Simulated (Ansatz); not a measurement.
Process, species as SMILES: C(F)F → F[CH]F + H atom
B3LYP-D3(BJ)/def2-TZVP geometries, fixed; electronic energies without zero-point terms.

Basis-set convergence of the bond dissociation energy at wB97M-V with Ansatz (a quantum-chemistry and plane-wave program). Cartesian d functions, on some or all atoms, in 6-31+G*; all else is spherical. The program fits the integrals of some runs and decomposes those of others, by size. Open shells are unrestricted. The functional holds VV10 correlation; no added dispersion term, no relativity. Functions are those of the species that has most. Reference: the value in aug-pcseg-3, 107.95 kcal/mol, itself unsure by roughly 0.02 kcal/mol (its mean distance from aug-cc-pVQZ, cc-pV5Z, def2-QZVPPD). Deviations are taken from unrounded values.

| basis | functions | bond dissociation energy (kcal/mol) | minus reference (kcal/mol) |
|---|---|---|---|
| pcseg-0 | 31 | 106.23 | -1.72 |
| 6-31+G* | 61 | 110.07 | 2.12 |
| def2-SVPD | 82 | 109.33 | 1.38 |
| 6-311++G(2d,2p) | 101 | 108.65 | 0.69 |
| def2-TZVP | 105 | 107.73 | -0.22 |
| cc-pVTZ | 118 | 107.93 | -0.02 |
| jun-cc-pV(T+d)Z | 145 | 108.16 | 0.20 |
| aug-pcseg-2 | 184 | 108.06 | 0.11 |
| cc-pV5Z | 383 | 108.01 | 0.05 |

The smallest set listed that lies within 1 kcal/mol of the reference with all its larger relatives (same family, alike in diffuse functions; a set with none counts only in the reference's own line) is 6-311++G(2d,2p) (101 functions, 0.69 kcal/mol off). (Relatives not listed, tested too: def2-TZVPP 0.09, 6-311++G(3df,3pd) 0.16, aug-cc-pVTZ 0.10, cc-pVQZ 0.13, def2-QZVP 0.07, def2-QZVPP 0.07, aug-cc-pVQZ 0.01, aug-pcseg-3 0.00 kcal/mol.)
